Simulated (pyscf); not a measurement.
Elementary routes open to `[NH3]` + `[NH2][SiH][F]` [doublet] in the gas phase (doublet surface):
A. `[NH2][SiH2][F]` + `[NH2]` [doublet] (H–N broken; H–Si formed)
B. `[NH2][SiH]([NH2])[F]` + `[H]` [doublet] (H–N broken; N–Si formed)

Structures and frequencies: ωB97X-D3(BJ)/def2-SVP in PySCF.

**Question.** Rank the routes by free-energy barrier at 298 K, lowest first, for ωB97M-D3(BJ)/def2-TZVP energies (ideal gas, 1 atm, RRHO with modes under 100 cm⁻¹ raised to 100, one conformer, R ln 2 for chiral ones without a mode under 150 cm⁻¹).

**Answer.** B (0.96 eV), A (1.09 eV)

Route B is the fastest of these, ahead of the next by 0.13 eV. The most stable products are those of B (ΔG = -0.27 eV), so kinetics and thermodynamics agree. At 1200 K A takes the lead. A: On the product side the descent ends in a complex (not fully relaxed), 0.22 eV under the separated species and 0.45 eV under the saddle at ωB97X-D3(BJ)/def2-TZVP. B: On the reactant side the descent ends in a complex, 0.28 eV under the separated species and 0.97 eV under the saddle at ωB97X-D3(BJ)/def2-TZVP. Only these routes are compared; each barrier is that of the saddle found, and lower ones may exist.
